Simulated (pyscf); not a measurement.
O=PH + water (H₂O) → O=P–OH + hydrogen (H₂), a four-centre exchange (singlet surface; H–P, H–O broken, O–P, H–H formed). PySCF, gas phase, ωB97X-D3(BJ)/def2-SVP geometries. Energies in kJ/mol from the separated reactants.

Small-basis levels: PySCF, no dispersion term, spherical d functions. 

Q: In single points SVWN5/6-31G* puts the saddle at -1.5 kJ/mol and the reaction energy at -155.6 kJ/mol. Should these be trusted to within a few kcal/mol? Compare with ωB97M-D3(BJ)/def2-TZVP.

A: ωB97M-D3(BJ)/def2-TZVP gives ΔE‡ = 84.0 kJ/mol and ΔE = -130.6 kJ/mol. SVWN5/6-31G* lies 85.5 kJ/mol under it in the barrier and 25.0 kJ/mol under it in the reaction energy, so on this step it does not hold to within 12.6 kJ/mol. At SVWN5/6-31G* this geometry lies under one side, so its ΔE‡ may be no barrier of that level. ωB97M-D3(BJ)/def2-TZVP has limits of its own. On the reactant side the descent ends in a complex (not fully relaxed), 32.4 kJ/mol under the separated species and 116.9 kJ/mol under the saddle at ωB97X-D3(BJ)/def2-TZVP. At the saddle there is also a short H–P contact that neither side keeps. The same reactants have a lower exit, to HO–PH–OH (barrier +11.7 kJ/mol at ωB97M-D3(BJ)/def2-TZVP, against +84.0 kJ/mol here). One saddle was located; it need not be the lowest between these sides.
